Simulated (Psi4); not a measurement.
**CHF2 (difluoromethyl radical): a first try and a second**

Aim: the energy of CHF2 (difluoromethyl radical) at UB2GP-PLYP-D3(BJ)+ATM/jun-cc-pVDZ (density fitting for correlation).

The calculation is run with Psi4 1.11.

5 further runs of the same task are left out: 2 that didn't finish, 3 set aside as unsound or not needed.

## Step 1: The system as given

CHF2 has 4 atoms, charge 0, and is taken as a doublet. SMILES: `F[CH]F`. Geometry: relaxed at PBE0-D4/def2-TZVP.

Bond lengths: F1–C2 1.321 Å, C2–F3 1.321 Å, C2–H4 1.090 Å. Angles: F1–C2–F3 111.3°, F1–C2–H4 114.3°, F3–C2–H4 114.3°.

## Step 2: First attempt

job.py reads:

```python
import psi4

psi4.set_memory('1600 MB')
psi4.set_num_threads(1)
psi4.core.set_output_file('psi4.out', False)

m = psi4.geometry("""
0 2
F
C 1 1.32063
F 2 1.320643 1 111.30168
H 2 1.090395 1 114.2555 3 131.24051
symmetry c1
""")

psi4.set_options(dict(reference='uks', scf_type='pk', docc=[13]))

energy_value = psi4.energy('b2gpplyp-d3bjatm/jun-cc-pVDZ')
print(f'b2gpplyp-d3bjatm/jun-cc-pVDZ energy: {energy_value:.10f} Eh')
for k, v in sorted(psi4.core.scalar_variables().items()):
    print(f'{k:45s} {v:18.10f}')
```

On the command line:

```sh
$ python job.py
```

psi4.out:

```text
=> Loading Basis Set <=

    Name: JUN-CC-PVDZ
    Role: ORBITAL
    Keyword: BASIS

   => B2GPPLYP-D3(BJ)ATM: Empirical Dispersion <=

        s6 =       0.560000
        s8 =       0.259700
        a1 =       0.000000
        a2 =       6.333200
        s9 =       1.000000
```

Standard output:

```text
Traceback (most recent call last):
  File "job.py", line 18, in <module>
    energy_value = psi4.energy('b2gpplyp-d3bjatm/jun-cc-pVDZ')
RuntimeError:
Fatal Error: Got 13 beta electrons, expected 12.
DOCC and SOCC must specify the occupation of all electrons or none.
```

It took 1.2 s on 1 thread of Intel Xeon Platinum 8375C at 2.90GHz (Ice Lake), shared host; peak memory 0.14 GiB.

## Step 3: Diagnosis

The input was rejected.

The log says `Fatal Error: Got 13 beta electrons, expected 12.`. What is wrong: the orbital occupation or active space doesn't match the electron count or the lowest state. To mend it: docc at its default in place of (13).

## Step 4: The mended input

calc.py reads:

```python
import psi4

psi4.set_memory(1600000000)
psi4.set_num_threads(1)
psi4.core.set_output_file('run.log', False)

geom = psi4.geometry("""
0 2
F
C 1 1.32063
F 2 1.320643 1 111.30168
H 2 1.090395 1 114.2555 3 131.24051
""")

psi4.set_options(dict(reference='uks', scf_type='pk'))

e_tot, wfn = psi4.energy("b2gpplyp-d3bjatm/jun-cc-pVDZ", return_wfn=True)
print(f'b2gpplyp-d3bjatm/jun-cc-pVDZ energy: {e_tot:.10f} Eh')
```

On the command line:

```sh
$ python calc.py
```

run.log:

```text
[...]
  Running in c1 symmetry.
[...]
  Nuclear repulsion =   70.538282798138980
[...]
  Multiplicity = 2
[...]
  Nalpha       = 13
  Nbeta        = 12
[...]
    Number of basis functions: 59
[...]
   @UKS iter   1:  -237.86911980231670   -4.50397e-01   5.08005e-03 ADIIS/DIIS
[...]
   @UKS iter   9:  -237.90353245228101   -5.88980e-09   3.63829e-07 DIIS
[...]
   @S^2 Observed:                7.539128057E-01
[...]
    Orbital Energies [Eh]
    ---------------------
    Alpha Occupied:
       1A    -25.665518     2A    -25.665502     3A    -10.972144
       4A     -1.539616     5A     -1.477937     6A     -0.870395
       7A     -0.717453     8A     -0.709023     9A     -0.685488
      10A     -0.607601    11A     -0.570447    12A     -0.550613
      13A     -0.351630
    Alpha Virtual:
      14A      0.050001    15A      0.066237    16A      0.066901
      17A      0.076456    18A      0.209363    19A      0.222136
      20A      0.241415    21A      0.242912    22A      0.251670
      23A      0.276050    24A      0.280265    25A      0.313699
[...]
  @UKS Final Energy:  -237.90353245228101
   => Energetics <=
    Nuclear Repulsion Energy =             70.5382827981389795
    One-Electron Energy =                -469.7855697504212458
    Two-Electron Energy =                 170.9397581442448200
    DFT Exchange-Correlation Energy =      -9.5954820052498597
    Empirical Dispersion Energy =          -0.0005216389937136
    VV10 Nonlocal Energy =                  0.0000000000000000
    Total Energy =                       -237.9035324522810129
[...]
 Multipole Moments:
 ------------------------------------------------------------------------------------
     Multipole            Electronic (a.u.)      Nuclear  (a.u.)        Total (a.u.)
 ------------------------------------------------------------------------------------
 L = 1.  Multiply by 2.5417464519 to convert [e a0] to [Debye]
 Dipole X            :         -0.4363525            0.7148180            0.2784655
 Dipole Y            :         -0.8627936            1.3523423            0.4895487
 Dipole Z            :         -0.5897195            0.9242589            0.3345394
 Magnitude           :                                                    0.6550707
[...]
```

On the terminal:

```text
b2gpplyp-d3bjatm/jun-cc-pVDZ energy: -238.1089924582 Eh
```

Wall time 6.9 s (1 thread of Intel Xeon Platinum 8375C at 2.90GHz (Ice Lake), shared host); peak memory 0.41 GiB.

## Step 5: What came out

Level: UB2GP-PLYP-D3(BJ)+ATM/jun-cc-pVDZ (density fitting for correlation).

| quantity | value |
| --- | --- |
| total energy | -238.10899 Eh |
| HOMO energy (SCF part's orbitals) (highest over α and β) | -9.57 eV |
| LUMO energy (SCF part's orbitals) (lowest over α and β) | 0.31 eV |
| dispersion energy | -1.37 kJ/mol |
| ⟨S²⟩ | 0.754 |
